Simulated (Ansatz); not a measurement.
# AlClFH (SMILES [F][AlH][Cl]): a rigid scan of the bond length Al2–Cl3

How does the energy rise as the bond length Al2–Cl3 leaves its equilibrium value, and do density functionals follow CCSD(T)? No other atom is relaxed.

Program: Ansatz 0.2.0, Gaussian basis. Level of theory: single points in def2-TZVPP. These are calculated values, not measurements.

Levels: PBE-D4, r2SCAN-D4, PBE0-D4, B3LYP-D4, wB97M-V, Hartree-Fock, MP2, CCSD, CCSD(T). The scan takes 1.788, 1.850, 1.939, 2.044, 2.160, 2.285, 2.418, 2.557, 2.703 Å.

Cores are frozen in the correlated methods. B3LYP uses VWN-RPA correlation.

19 further runs of the same task are left out: 19 set aside as unsound or not needed.

## 1. Where the work starts

The minimum, relaxed at PBE0-D4: 4 atoms, charge 0, spin multiplicity 1.

Atoms are counted from 1 here; the program's logs count them from 0.

Bond lengths: F1–Al2 1.640 Å, Al2–Cl3 2.079 Å, Al2–H4 1.562 Å. Angles: F1–Al2–Cl3 117.8°, F1–Al2–H4 119.9°, Cl3–Al2–H4 122.3°.

Coordinates:

```xyz
4

F     0.4699   -1.0269    1.2447
Al    0.1207    0.0301    0.0400
Cl   -1.6168   -0.2902   -1.0565
H     1.0817    1.2267   -0.2486
```

Energies of the minimum (eV), from earlier single points: PBE-D4 -21846.92760, r2SCAN-D4 -21855.78720, PBE0-D4 -21848.57438, B3LYP-D4 -21859.61785, wB97M-V -21856.74127, CCSD(T) -21829.28465.

At the minimum the bond length Al2–Cl3 is 2.079 Å.

## 2. Al2–Cl3 = 1.788 Å

The input, ccsdt-tzvpp/in.yaml:

```yaml
crystal:
  periodic: [false, false, false]
  atoms:
    - {symbol: F, position_ang: [0.469906, -1.026918, 1.244717]}
    - {symbol: Al, position_ang: [0.120696, 0.030098, 0.039953]}
    - {symbol: Cl, position_ang: [-1.373350, -0.245292, -0.902878]}
    - {symbol: H, position_ang: [1.081694, 1.226685, -0.248563]}
basis:
  gaussian: {orbitals: def2-TZVPP}
correlation: {method: ccsd_t}
```

No record of the launch command was kept for these runs.

The runs that follow: Al2–Cl3 = 1.850 Å; Al2–Cl3 = 1.939 Å; Al2–Cl3 = 2.044 Å; Al2–Cl3 = 2.160 Å; Al2–Cl3 = 2.285 Å; Al2–Cl3 = 2.418 Å; Al2–Cl3 = 2.557 Å; Al2–Cl3 = 2.703 Å.

What does the calculation give? Wanted: highest point, CCSD(T); lowest point, CCSD(T); minimum along the scan, CCSD(T); RMS deviation from CCSD(T); largest T1 diagnostic.

As calculated:

```
                       quantity                                                                                               value
         highest point, CCSD(T)                                                                                 1552 meV at 2.703 Å
          lowest point, CCSD(T)                                                                                    0 meV at 2.079 Å
minimum along the scan, CCSD(T)                                                                                             2.086 Å
                curvature there                                                                                          17.2 eV/Å²
     RMS deviation from CCSD(T)  PBE-D4 80, r2SCAN-D4 28, PBE0-D4 32, B3LYP-D4 48, wB97M-V 24, Hartree-Fock 38, MP2 13, CCSD 13 meV
          largest T1 diagnostic                                                                                               0.013
```

A polynomial through the near points puts the CCSD(T) minimum 0.007 Å above the PBE0-D4 value. The third derivative is negative, the usual anharmonicity of a bond. Curvature against CCSD(T): PBE-D4 -8 %, Hartree-Fock +4 %. The curve of MP2 lies nearest to CCSD(T), that of PBE-D4 farthest.
